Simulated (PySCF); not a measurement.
An unknown shows these calculated signals:

1H NMR (600 MHz, computed): δ 6.61 (dq, J = 17.5, 8.1 Hz, 1H), 6.03 (dq, J = 17.5, 2.3 Hz, 1H), 2.16 (s, 3H), 2.00 (dd, J = 8.1, 2.3 Hz, 3H).

13C{1H} NMR (computed): δ 198.4 (C), 150.7 (CH), 141.6 (CH), 26.2 (CH3), 21.6 (CH3).

- J: B3LYP/pcJ-1 (without the spin–dipole term)
- PBE0-D3(BJ)/def2-SVP structure
- shielding tensors at PBE0/pcSseg-1 (GIAO)
- program: PySCF 2.14.0 with density-fitted response routines
- single conformer, gas phase, fast rotation and ring inversion assumed for equivalent nuclei, non-relativistic Hamiltonian

Referencing at the same level of theory: 1H (σref 31.27) and 13C (σref 184.41) vs TMS.

Task: Which of these does the molecule contain: a vinyl group CH=CH2, an S-methyl group, a (CH3)2CH unit, a ketone, a non-aromatic C=C double bond?

Result: 
- A vinyl group CH=CH2: no.
- An S-methyl group: no.
- A (CH3)2CH unit: no.
- A ketone: yes (δC 198.4).
- A non-aromatic C=C double bond: yes.

The data belong to SMILES C(/C=C/C)(C)=O, C5H8O; they needn't prove each group on their own.

Carbon signals by region: 1 in the far downfield region (above 160 ppm), 2 in the sp2 and nitrile region (100–160 ppm), 2 below 50 ppm. Above 160 ppm: 198.4, ketone carbonyl carbon.

Multiplet labels drop couplings under 1 Hz and merge nearly equal ones. Unscaled 3J(H,H) at this level run about 10 % above measured values. Shifts are as computed. Against solution values, carbons near 30 ppm lie about +2 ppm off and those near 130 ppm about +5 ppm. Of 1211 compounds with measured shifts, 218 miss one by over three times the rms of a fit or turn the order of signals round; such compounds aren't used in these exercises.
